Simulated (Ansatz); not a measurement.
The parent structure is CdTe in the zinc blende structure (space group F-43m, No. 216; a = 6.618 Å).

The values are results of Ansatz (a first-principles code) PBE, scalar-relativistic without spin-orbit coupling, not measurements.

Modification: Be takes the place of Cd on all its sites; the structure is relaxed again.

Measured lattice parameter a: CdTe 6.48 Å (room temperature; as listed in M J Lucero, T M Henderson, G E Scuseria, Journal of Physics Condensed Matter (2012)); BeTe 5.626 Å (temperature not stated; as listed in Fabio Bernardini, Maria Peressi, Vincenzo Fiorentini, Phys. Rev. B (2000)).

Task: How well does PBE reproduce the measured shift?

Result: With PBE the lattice parameter a moves by -0.954 Å (6.618 → 5.664) against -0.854 Å measured.

Stability against distortions was not tested.
